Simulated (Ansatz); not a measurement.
Solid bromine was calculated with PBE-D4 (Ansatz, a program for electronic structure, PAW).

Numerical settings: plane-wave cutoff 500 eV, 8×8×4 k mesh (along the axes of the cell as run), gaussian smearing 0.02 eV, scalar-relativistic PAW data made under PBE.

Cell (relaxed at this level):

```xyz
4
Lattice="2.0693 -3.4719 0.0000 2.0693 3.4719 0.0000 0.0000 0.0000 8.5759" Properties=species:S:1:pos:R:3 pbc="T T T"
Br     3.5112     0.0000     7.5547
Br     2.6966     0.0000     3.2668
Br     1.4419     0.0000     5.3091
Br     0.6273     0.0000     1.0212
```

### Question
Give the computed band gap.

### Answer

- band gap: 1.32 eV (on the SCF k mesh)

Spin–orbit coupling is not included.

The computed numbers hold no vibrational or temperature effects.

Cost on a shared machine: very roughly 40 core-seconds.
